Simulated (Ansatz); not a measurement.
# BS: the cost of one run

All numbers are computed with Ansatz 0.2.0, driven from Python. The levels of theory stand in the script.

## 1. The structure

Bond lengths: B1–S2 1.900 Å.

The script holds or builds the structure itself.

## 2. Script

basis_bs.py

```python
"""How the energy of BS(+) converges with the basis."""

import ansatz


def main() -> None:
    geometry_ang = [
        ("B", (0.0, 0.0, 0.0)),
        ("S", (0.0, 0.0, 1.9)),
    ]
    mol = ansatz.Crystal.molecule()
    for symbol, xyz in geometry_ang:
        mol = mol.atom(symbol, xyz)

    setup = (
        mol.calculation()
        .functional("hf")
        .charge(1)
        .spin("collinear", total=2)
    )

    energies = {}
    for basis in ["STO-3G", "6-31G", "6-31G*", "def2-SVP", "def2-SVPD", "def2-TZVP", "def2-TZVPP"]:
        summary = setup.basis(gaussian=basis).run(threads=1).report
        size = summary["n_frozen"] + summary["n_occupied"][0] + summary["n_virtual"][0]
        energies[basis] = (summary["reference_energy_ev"] / 27.211386246, summary["free_energy_ev"] / 27.211386246)
        print(f"{basis:14s} {size:4d} orbitals  reference {energies[basis][0]:14.6f} Ha  total {energies[basis][1]:14.6f} Ha")

    last = energies["def2-TZVPP"][1]
    for basis, (_, total) in energies.items():
        print(f"{basis:14s} lies {27.211386 * (total - last):9.4f} eV above def2-TZVPP")


if __name__ == "__main__":
    main()
```

## 3. Launch

The run is started by

```bash
python basis_bs.py
```

**Question.** How long does this script take on 1 thread of Arm Neoverse V1, shared host, and how much memory does it need?

About 3.7 s, with a peak of 0.16 GiB.
